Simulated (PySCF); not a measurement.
Molecule (SMILES): FC(F)(F)F.
Geometry (B3LYP-D3(BJ)/def2-TZVP, fixed):
```xyz
5

C      0.0000     0.0000     0.0000
F      0.7629     0.7657     0.7682
F     -0.7843    -0.7493     0.7628
F     -0.7467     0.7653    -0.7843
F      0.7680    -0.7817    -0.7466
```

Basis-set convergence of the mean static polarisability at PBE with PySCF. All functions are spherical. Density fitting with generated auxiliary sets. No added dispersion term, no relativity. Reference: the value in d-aug-cc-pVTZ, 20.78 bohr³, itself unsure by roughly 1.0 % (its mean distance from aug-pcseg-2, aug-cc-pVTZ). Deviations are taken from unrounded values.

```csv
basis,functions,mean static polarisability (bohr³)
cc-pVDZ,70,12.88
aug-cc-pVDZ,115,19.89
def2-SVP,70,12.80
def2-SVPD,112,20.24
pcseg-1,70,13.93
aug-pcseg-1,115,20.67
6-311G**,90,13.46
6-311+G**,110,17.49
cc-pVTZ,150,16.24
aug-cc-pVTZ,230,20.50
pcseg-2,150,17.44
aug-pcseg-2,230,20.63
def2-TZVPP,155,17.28
def2-TZVPPD,197,20.67
def2-QZVPP,285,19.13
def2-QZVPPD,327,20.72
```

What the diffuse functions change, pair by pair:
- cc-pVDZ to aug-cc-pVDZ: 45 more functions, deviation -38.0 to -4.3 %
- def2-SVP to def2-SVPD: 42 more functions, deviation -38.4 to -2.6 %
- pcseg-1 to aug-pcseg-1: 45 more functions, deviation -32.9 to -0.5 %
- 6-311G** to 6-311+G**: 20 more functions, deviation -35.2 to -15.8 %
- cc-pVTZ to aug-cc-pVTZ: 80 more functions, deviation -21.8 to -1.3 %
- pcseg-2 to aug-pcseg-2: 80 more functions, deviation -16.0 to -0.7 %
- def2-TZVPP to def2-TZVPPD: 42 more functions, deviation -16.8 to -0.5 %
- def2-QZVPP to def2-QZVPPD: 42 more functions, deviation -7.9 to -0.3 %

They bring the value nearer the reference by more than 1.0 % in 8 of 8 pairs.
